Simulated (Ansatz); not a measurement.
A displaced shape of singlet LiF:

```xyz
2

Li   -0.0246    0.0304   -1.1802
F     0.0039    0.0160    0.4302
```

It was optimised with HF/def2-SVP in Ansatz (development build ahead of 0.2.0) to forces under 0.001 eV/Å, with restricted orbitals. Each step stands on the lowest determinant of that kind that the program's search found.

**Question.** What shape does it relax to, and how does the optimisation go?

**Answer.**

```xyz
2

Li   -0.0239    0.0301   -1.1452
F     0.0033    0.0163    0.3952
```

Bond lengths: Li1–F2 1.541 Å.

| step | E − E(start) (eV) | largest force (eV/Å) |
| --- | --- | --- |
| 1 | 0.0000 | 1.1320 |
| 2 | -0.0306 | 0.6287 |
| 3 | -0.0419 | 0.1010 |
| 4 | -0.0422 | 0.0033 |
| 5 | -0.0422 | 0.0000 |

The optimisation ended after 5 steps with its threshold met.
